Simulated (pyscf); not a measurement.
## Hydrogen abstraction: `[OH][AlH2]` + `[H]` [doublet] -> `[O][AlH2]` [doublet] + `[H][H]`

Gas phase, doublet surface, charge 0. Bonds broken: O1–H3. Bonds formed: H3–H4. Optimised with ωB97X-D3(BJ)/def2-SVP in PySCF.

Transition state (Å):

```xyz
6

O     -0.4370    -1.1320     0.2452
Al    -1.1872     0.3719     0.7180
H     -0.5468    -1.3438    -1.1210
H     -0.7631    -1.1916    -1.9101
H     -1.0872     0.6487     2.2688
H     -1.8743     1.3052    -0.3530
```

One imaginary mode, 922i cm⁻¹; descent along it reached the two sides named.

```tsv
bond	change	reactant side (Å)	saddle	product side
O1–H3	breaks	0.960	1.387	2.484
H3–H4	forms	2.8	0.832	0.761
```

Electronic energies relative to the separated reactants (kcal/mol):

| level | barrier | reaction energy | reverse barrier |
|---|---|---|---|
| ωB97X-D3(BJ)/def2-TZVP | 19.0 | +15.2 | 3.8 |
| PBE/def2-TZVP | 14.0 | +16.1 | -2.2 |
| r²SCAN/def2-TZVP | 13.7 | +13.3 | 0.4 |
| B3LYP-D3(BJ)/def2-TZVP | 13.4 | +11.8 | 1.7 |
| PBE0-D3(BJ)/def2-TZVP | 17.9 | +16.7 | 1.2 |
| M06-2X/def2-TZVP | 22.3 | +16.7 | 5.7 |
| ωB97M-D3(BJ)/def2-TZVP | 19.6 | +15.5 | 4.1 |
| HF/def2-TZVP | 24.3 | +6.0 | 18.3 |

With ωB97M-D3(BJ)/def2-TZVP energies and thermal terms (ideal gas, 1 atm, RRHO with modes under 100 cm⁻¹ raised to 100, one conformer, R ln 2 for chiral ones without a mode under 150 cm⁻¹), in kcal/mol:

```
T (K)   ΔH‡   ΔG‡     ΔH     ΔG
-----  ----  ----  -----  -----
298    17.8  24.3  +14.7  +13.9
600    17.4  31.1  +14.5  +13.2
900    17.1  38.1  +14.0  +12.7
1200   16.9  45.2  +13.5  +12.3
```

At PBE this geometry lies under the product side: in single points on another level's saddle the reverse barrier vanishes, and the forward threshold there is about the reaction energy. The same reactants have a lower exit, to [HO–AlH]• + H₂ (barrier +3.2 kcal/mol at ωB97M-D3(BJ)/def2-TZVP, against +19.6 kcal/mol here). •O–AlH₂ lies 34.3 kcal/mol over its isomer [HO–AlH]• (electronic energy, ωB97M-D3(BJ)/def2-TZVP). One saddle was located; it need not be the lowest between these sides. The angle at the transferred H is 158°.
